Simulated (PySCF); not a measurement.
F₂. Atoms are numbered in the order given.

```xyz
2

F      0.0000     0.0000    -0.6991
F      0.0000     0.0000     0.6991
```

Geometry optimised at r2SCAN-D4/def2-TZVPD.

The numbers are results of B3LYP/def2-TZVPD (PySCF), not measurements.

Computed frontier levels, gap, dipole moment and polarisability:
```
Item                                                                                                            Value
---------------------------------------------------------------------------------------------  ----------------------
highest occupied level                                                                                      -11.47 eV
lowest empty level                                                                                           -4.30 eV
orbital gap                                                                                                   7.17 eV
dipole moment                                                                                                  0.00 D
quadrupole, principal values (traceless, Buckingham form, about the centre of nuclear charge)  -0.41, -0.41, 0.82 D·Å
mean static polarisability                                                                        8.6 bohr³ (1.27 Å³)
polarisability, principal values                                                                 6.5, 6.5, 12.7 bohr³
```
